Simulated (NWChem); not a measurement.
A series in which one site is exchanged, each optimised at PBE0/def2-SVP with NWChem, gas phase unless a solvent is named. This build's default masses of Se (78.918 u) and Br (79.917 u) are each other's, which moves their modes by up to 0.6 %. For some, no frequency run checked for a minimum. def2 effective core potentials on I; no spin-orbit coupling.

A: FC=C (C2H3F; site = F)
B: C=C (C$_{2}$H$_{4}$; site = H)
C: C(I)=C (C$_{2}$H$_{3}$I; site = I)
D: C=CBr (C$_{2}$H$_{3}$Br; site = Br)

```csv
quantity,A,B,C,D
"dipole (D), PBE0/def2-SVP",1.25,(withheld),1.22,1.34
"orbital gap (eV), PBE0/def2-SVP",8.10,(withheld),6.51,7.16
"vertical ionisation energy, ΔSCF, PBE/def2-SVP (eV)",10.26,(withheld),9.08,9.53
"vertical ionisation energy, ΔSCF, PBE0/def2-SVP (eV)",10.32,(withheld),9.25,9.69
"lowest singlet excitation, PBE0/def2-SVPD, TDA (eV)",7.42,(withheld),4.85,5.97
```

Question: Complete the blanks.

Answer: 
- dipole (D), PBE0/def2-SVP, B: 0.00
- orbital gap (eV), PBE0/def2-SVP, B: 8.18
- vertical ionisation energy, ΔSCF, PBE/def2-SVP (eV), B: 10.65
- vertical ionisation energy, ΔSCF, PBE0/def2-SVP (eV), B: 10.51
- lowest singlet excitation, PBE0/def2-SVPD, TDA (eV), B: 7.69
